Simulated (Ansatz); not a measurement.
## How far each method lies from UCCSDT(Q) for CBO, quartet

Geometry: that of the CBO, doublet, kept fixed.

```xyz
3

C     0.0000    0.0000    1.4273
B     0.0000    0.0000   -0.1097
O     0.0000    0.0000   -1.3176
```

Basis cc-pVTZ; Ansatz 0.2.0. Correlated methods freeze the noble-gas cores, which leaves 13 electrons in 87 orbitals. Prefix R: restricted or restricted open-shell reference; prefix U: unrestricted. Active spaces: valence = (13e, 12o) chosen from the atoms' valence shells.

Full CI isn't at hand for all of this; UCCSDT(Q) serves as the reference, and is uncertain by the last step of the cluster series or more. The frozen core follows each run's orbitals, which can shift R against U totals by a few meV.

```
UHF ⟨S²⟩                          : 3.766
T1 diagnostic (RCCSD)             : 0.0288
largest doubles amplitude (RCCSD) : 0.036
T1 diagnostic (UCCSD)             : 0.0258
```

| level | E − E(UCCSDT(Q)) (kJ/mol) | share of correlation (%) | wall time |
| --- | --- | --- | --- |
| RHF | 1098.5 | 0.00 | – |
| UHF | 1091.7 | 0.61 | – |
| RMP2 | 84.9 | 92.27 | – |
| UMP2 | 85.4 | 92.23 | – |
| RCCSD | 53.8 | 95.10 | – |
| UCCSD | 53.6 | 95.12 | – |
| RCCSD(T) | 5.5 | 99.50 | 4.8 s (H100) |
| UCCSD(T) | 5.5 | 99.50 | 9.5 s (H100) |
| BCCD(T) | 5.3 | 99.52 | 6.5 s (H100) |
| RCCSDT | 3.4 | 99.69 | – |
| UCCSDT | 3.3 | 99.70 | – |
| RCCSDT(Q) | 1.0 | 99.91 | 60 s (H100) |
| CASSCF (valence space) | 735.7 | 33.03 | – |
| NEVPT2 (valence space) | 137.0 | 87.53 | 18 s (H100) |

The correlation energy at UCCSDT(Q), counted from RHF, is -11.385 eV. That run took 40 s on 2 threads of AMD EPYC 7R13 with a shared H100 80 GB, shared host.

Times hold each run's SCF and search for its determinant on a shared host, so for small cases they say little of a method's own cost. Some runs computed forces too.

Natural occupations of CASSCF (valence space) about the gap: 1.958 1.958 1.002 1.002 1.000 0.042 0.042 0.027 0.013; effectively unpaired electrons, Σ n²(2−n)², 3.03.
